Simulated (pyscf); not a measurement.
## Atom transfer: H₃C–F (SMILES CF) + Cl• (SMILES [Cl]) → CH₃• (SMILES [CH3]) + F–Cl (SMILES FCl)

Gas phase, doublet surface, charge 0. Bonds broken: C1–F2. Bonds formed: F2–Cl6. Single points on ωB97X-D3(BJ)/def2-SVP structures (PySCF, gas phase). Correlated levels are frozen-core, on RHF or UHF. ΔMP2 is the change of the MP2 total energy from the triple- to the quadruple-zeta basis.

Transition state (Å):

```xyz
6

C     -1.4020    -1.9609     0.5078
F     -0.7298     0.0301     0.1013
H     -0.5980    -2.4517    -0.0424
H     -2.3749    -1.8370     0.0301
H     -1.3267    -1.8710     1.5924
Cl    -0.1806     1.6628    -0.2312
```

One imaginary mode, 564i cm⁻¹; descent along it reached the two sides named.

```tsv
bond	change	reactant side (Å)	saddle	product side
C1–F2	breaks	1.376	2.140	3.0
F2–Cl6	forms	2.8	1.754	1.647
```

Electronic energies relative to the separated reactants (eV):

```csv
level,barrier,reaction energy,reverse barrier
ωB97X-D3(BJ)/def2-TZVP,2.59,+2.32,0.27
PBE/def2-TZVP,1.84,+2.04,-0.20
r²SCAN/def2-TZVP,2.00,+2.10,-0.10
B3LYP-D3(BJ)/def2-TZVP,2.20,+2.24,-0.04
PBE0-D3(BJ)/def2-TZVP,2.32,+2.25,0.07
M06-2X/def2-TZVP,2.57,+2.36,0.21
ωB97M-D3(BJ)/def2-TZVP,2.50,+2.26,0.23
HF/def2-TZVP,3.39,+2.74,0.65
MP2/def2-QZVPP,3.16,+2.37,0.79
CCSD/def2-TZVPP,2.85,+2.45,0.40
CCSD(T)/def2-TZVPP,2.70,+2.38,0.32
CCSD(T)/def2-TZVPP + ΔMP2(QZVPP),2.65,+2.32,0.33
```

With CCSD(T)/def2-TZVPP + ΔMP2(QZVPP) energies and thermal terms (ideal gas, 1 atm, RRHO with modes under 100 cm⁻¹ raised to 100, one conformer, R ln 2 for rigid chiral ones), in eV:

```tsv
T (K)	ΔH‡	ΔG‡	ΔH	ΔG
298	2.49	2.75	+2.14	+2.04
600	2.53	3.00	+2.17	+1.92
900	2.55	3.23	+2.18	+1.80
1200	2.55	3.45	+2.17	+1.67
```

At PBE, r²SCAN, B3LYP-D3(BJ) this geometry lies under the product side: in single points on another level's saddle the reverse barrier vanishes, and the forward threshold there is about the reaction energy. The same reactants have a lower exit, to •H₂C–F + HCl (barrier +0.15 eV at ωB97M-D3(BJ), against +2.50 eV here). One saddle was located; it need not be the lowest between these sides. The angle at the transferred F is 180°. The CCSD(T) − MP2 part came from Ansatz, without density fitting, on the same reference. A UHF reference is spin-contaminated (<S²> up to 0.98), which harms MP2 most. Left out: orbital degeneracy and the spin-orbit lowering of Cl.
